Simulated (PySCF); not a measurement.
# C2H2F2 (Ethene, 1,2-difluoro-, (Z)-): the cost of one run

Programs: PySCF 2.14.0, with density-fitted response routines of our own. Each step states its level of theory. These are calculated values for one molecule in the gas phase, unless marked as measured. Atoms count from 0, in the outputs and in this text.

### Step 1. The molecule as given

6 atoms, charge 0, multiplicity 1; geometry from: MMFF94s.

Bonds of the start (Å): F0–C1 1.35, C1–C2 1.33, C2–F3 1.35, C1–H4 1.08, C2–H5 1.08.

### Step 2. Geometry optimisation at PBE0-D3(BJ)/def2-SVP

What the job is given:

```
{"job": {"xc": "PBE0", "basis": "def2-SVP", "d3": "d3bj", "grid": 1, "kind": "geom"}, "charge": 0, "multiplicity": 1}
F      1.405862     1.007233    -0.037350
C      0.660211    -0.111804    -0.006342
C     -0.665750    -0.071406     0.009920
F     -1.342438     1.090967    -0.003641
H      1.276940    -0.997281     0.002690
H     -1.334825    -0.917710     0.034722
```

Started as:

```
OMP_NUM_THREADS=1 python probes_run.py task.json out
```

The driver reads the jobs from task.json and runs them one after another.

Q: Estimate the wall time and peak memory of this first job on 1 thread of Arm Neoverse N1, shared host.

About 13 s, with a peak of 0.28 GiB.
